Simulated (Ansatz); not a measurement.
Predict the output of the script below (Ansatz's Python interface).

The script reads `np.xyz`:
```text
2

P     0.00000    0.00000    0.00000
N     0.00000    0.00000    1.82000
```

The script, `x2c_np.py`:
```python
'''NP(-) with and without the spin-free two-component Hamiltonian.'''

import ansatz as az
import numpy as np


def main() -> None:
    mol = az.Crystal.molecule_from_extxyz('np.xyz')

    model = (
        mol.calculation()
        .functional('pbe0')
        .charge(-1)
        .spin('collinear', total=1)
        .forces()
    )
    # a set contracted for a scalar-relativistic Hamiltonian goes with the relativistic run
    sets = {'none': 'cc-pVTZ', 'scalar': 'cc-pVTZ-DK'}
    found = {kind: model.basis(gaussian=basis).pseudopotentials(relativity=kind).run().report for kind, basis in sets.items()}
    for kind, each in found.items():
        dipole = 4.803205 * np.linalg.norm(each['charge_distribution']['dipole_moment_e_ang'])
        print(f'{kind:7s} E = {each["free_energy_ev"]:.4f} eV  dipole {dipole:.3f} D  largest force component {np.abs(each["forces_ev_ang"]).max():.4f} eV/A')
    print(f'relativity lowers the total energy by {found["none"]["free_energy_ev"] - found["scalar"]["free_energy_ev"]:.3f} eV')


if __name__ == '__main__':
    main()
```

```console
$ python x2c_np.py
none    E = -10771.7955 eV  dipole 1.421 D  largest force component 5.7230 eV/A
scalar  E = -10794.9566 eV  dipole 1.429 D  largest force component 5.7063 eV/A
relativity lowers the total energy by 23.161 eV
```

Notes:
- Total energies depend on the basis set; only differences at equal settings carry meaning.
- The geometry is a force-field or estimated start, not a minimum of this method. The basis set changes with the Hamiltonian (a set recontracted for scalar relativity), and most of the change in the total lies in the cores.
- The species is open-shell (spin multiplicity 2).
- The expectation value of S² is noticeably off S(S+1) in at least one run, so that state is spin-contaminated.
- An ion's dipole depends on the origin; the program takes it about the centre of nuclear charge.
- The spin state was assumed, and another may lie lower.
- Anions want diffuse functions, which this basis lacks.
- Timing: 4 s on 1 thread of Arm Neoverse V2 (shared host), peak memory 0.18 GiB.
